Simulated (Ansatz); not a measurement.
Reaction (SMILES): C=CCl → [CH]=C (CH-CH2) + Cl atom
B3LYP-D3(BJ)/def2-TZVP geometries, fixed; electronic energies without zero-point terms.

Basis-set convergence of the bond dissociation energy at B3LYP with Ansatz (a first-principles code). All functions are spherical. The program fits the integrals of some runs and decomposes those of others, by size. Open shells are unrestricted. No added dispersion term, no relativity. Functions are those of the species that has most. Reference: the value in aug-pcseg-3, 92.40 kcal/mol, itself unsure by roughly 0.05 kcal/mol (its mean distance from aug-cc-pV(Q+d)Z, def2-QZVPPD, pcseg-3). Deviations are taken from unrounded values.

```
basis            functions  bond dissociation energy (kcal/mol)  minus reference (kcal/mol)
---------------  ---------  -----------------------------------  --------------------------
pcseg-0                 37                                76.06                      -16.34
pcseg-1                 61                                89.88                       -2.52
def2-TZVP              117                                92.36                       -0.04
pcseg-2                136                                91.87                       -0.53
def2-TZVPPD            176                                92.42                        0.02
aug-pcseg-2            211                                92.20                       -0.20
aug-cc-pV(T+d)Z        216                                92.18                       -0.22
def2-QZVPP             274                                92.28                       -0.12
def2-QZVPPD            304                                92.27                       -0.13
```

The smallest set listed that lies within 2 kcal/mol of the reference with all its larger relatives (same family, alike in diffuse functions; a set with none counts only in the reference's own line) is def2-TZVP (117 functions, -0.04 kcal/mol off). (Relatives not listed, tested too: def2-TZVPP 0.00, def2-QZVP -0.12, pcseg-3 0.01, aug-cc-pV(Q+d)Z -0.01, aug-pcseg-3 0.00 kcal/mol.)
